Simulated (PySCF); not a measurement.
Species: C₂H₅F.
Bonds: C1–C2, C2–F3. Hydrogens: H4, H5, H6 on C1; H7, H8 on C2.

Method: PBE0-D3(BJ)/def2-SVP geometry optimisation, gas phase (PySCF 2.14.0); density fitting, grid level 1; the optimiser is geomeTRIC in internal coordinates, started from a GFN2-xTB structure with every atom displaced at random (about 0.01 Å).

Step 0: E = -4863.4795 eV
```
atom  x, y, z in Å  |  force x, y, z in eV/Å
C1     -0.7584   -0.0383   -0.0458    0.041   1.333  -0.659
C2      0.7300   -0.0660    0.0135    0.525   0.267  -0.091
F3      1.2131    1.1430    0.4408   -0.006   0.464   0.157
H4     -1.1567    0.2039    0.9299   -0.339   0.018   0.594
H5     -1.1019    0.7588   -0.7489    0.189  -0.348   0.313
H6     -1.1622   -0.9656   -0.3960   -0.385  -0.994  -0.229
H7      1.1884   -0.2452   -0.9687   -0.045  -0.285  -0.190
H8      1.1029   -0.8097    0.7228    0.019  -0.455   0.105
```

Question: Estimate the geometry and energy of step 1. (The exact step hangs on the optimiser's Hessian estimate; all steps are aligned on step 0, rigid shifts and turns removed.)

Answer: E = -4863.5284 eV, largest force 0.134 eV/Å
```
atom  x, y, z in Å  |  force x, y, z in eV/Å
C1     -0.7575   -0.0189   -0.0502   -0.052  -0.120   0.028
C2      0.7479   -0.0494    0.0156   -0.077  -0.002   0.029
F3      1.2203    1.1699    0.4417    0.025  -0.067  -0.032
H4     -1.1830    0.1960    0.9423    0.004  -0.015  -0.029
H5     -1.0943    0.7633   -0.7434   -0.026   0.052  -0.041
H6     -1.1618   -0.9849   -0.4005    0.084   0.089   0.052
H7      1.1827   -0.2685   -0.9749    0.033   0.030  -0.013
H8      1.1008   -0.8266    0.7170    0.009   0.032   0.006
```

The energy changes by -0.0489 eV. The first-order estimate −F·Δx gives -0.1078 eV and the mean of the old and new forces, exact on a quadratic surface, -0.0492 eV. The step makes an angle of 42° with the force vector and moves no atom by more than 0.030 Å.

The cost below is that of the whole optimisation. The run took 7.2 s on an Arm Neoverse N1 with one thread (shared host), and the process peaked at 0.30 GiB of memory.
